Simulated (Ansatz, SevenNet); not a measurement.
**Elastic constant C11 of rock-salt HfN: levels of theory against measurement**

Reference value: 679 GPa (measured, temperature not stated, not corrected to a static lattice; as tabulated in Wu et al. (2005), arXiv:cond-mat/0412374).

| level (code) | value (GPa) | cell (Å³/atom) |
|---|---|---|
| SevenNet-0 (SevenNet) | 480 | 11.68 |
| LDA (Ansatz) | 675 | 11.15 |
| PBE (Ansatz) | 570 | 11.76 |
| PBEsol (Ansatz) | [?] | 11.40 |
| r²SCAN (Ansatz) | 608 | 11.58 |

**Question.** What belongs in the gaps?

**Answer.** 
- PBEsol (Ansatz, a first-principles code), value (GPa): 630

Differences against the reference: SevenNet-0 -29 %, LDA -0.6 %, PBE -16.1 %, PBEsol -7.2 %, r²SCAN -10.5 %.

The reference's temperature isn't stated, so close values are not ranked against it. Off by more than 25 % (a bound picked here): SevenNet-0 (-29 %).

The reference has no zero-point or thermal correction, while the calculations are for a static lattice, so the differences are not the levels' errors alone. A static lattice is as a rule stiffer than a warm one, by over a tenth in soft solids.  Density-functional levels without +SOC have no spin–orbit coupling. Each level is taken at its own relaxed cell. Cutoffs differ between the levels. Ansatz's density-functional and Hartree–Fock values are scalar-relativistic unless marked +SOC, with PAW data made under PBE.

Machine-learned potentials (SevenNet-0) are trained on DFT data, which may include these solids.

Differences are worked out from the printed values.
